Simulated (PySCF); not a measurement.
SiOCl, doublet: structure and spectrum

All numbers come from UPBE0/[Si def2-TZVP, O def2-TZVP, Cl def2-TZVP], no relativity, density fitting, PySCF.

The structure is a minimum.

| Property | Result |
| --- | --- |
| Point group | Cs |
| Bond lengths | Si–Cl 2.047 Å, Si–O 1.521 Å |
| Bond angles | Cl–Si–O 125.9° |
| Zero-point energy | 11.8 kJ/mol |
| Heat capacity Cp at 298.15 K | 46.6 J/(mol K) |
| Lowest empty level (β) | -4.35 eV |
| Enthalpy at 298.15 K above 0 K | 11.81 kJ/mol |
| Atomisation energy without zero-point energy | 969 kJ/mol |
| Principal polarisabilities | 30.4, 36.1, 52.5 bohr³ |
| Highest occupied level (α) | -7.90 eV |
| Spin squared ⟨S²⟩ | 0.756 |
| Principal quadrupole moments (Buckingham, traceless) about the centre of mass | -8.80, 4.20, 4.60 D Å |
| Rotational constants | 1.7, 0.1326, 0.123 cm⁻¹ |
| Dipole moment | 2.84 D |
| Entropy at 298.15 K and 1 bar (electronic part: spin only) | 277.9 J/(mol K) |
| Rotational symmetry number | 1 |

Harmonic modes (masses in u: Si 27.977, O 15.995, Cl 34.969):
| symmetry | ω (cm⁻¹) | IR (km/mol) | μ (u) |
| --- | --- | --- | --- |
| a' | 241 | 17.1 | 21.05 |
| a' | 524 | 102 | 29.23 |
| a' | 1200 | 67.0 | 19.10 |

Charges (e):
| atom | Mulliken | Löwdin | polar tensor | spin (Mulliken) | Mayer order to Si1 |
| --- | --- | --- | --- | --- | --- |
| Si1 | 0.57 | -0.08 | 0.89 | 0.65 | – |
| O2 | -0.42 | -0.18 | -0.49 | 0.21 | 2.18 |
| Cl3 | -0.15 | 0.26 | -0.40 | 0.14 | 1.21 |

Mulliken populations on Si1: s 5.35, p 7.59, d 0.44, f 0.07.

Other isomers or separated fragments may lie lower.

The final relaxation and frequency run took 25 s on 4 threads of a shared Arm Neoverse V1 host, with 105 basis functions and 14 gradients; the process peaked at 0.88 GiB. Launch command: `OMP_NUM_THREADS=4 python axn.py task.json out`.
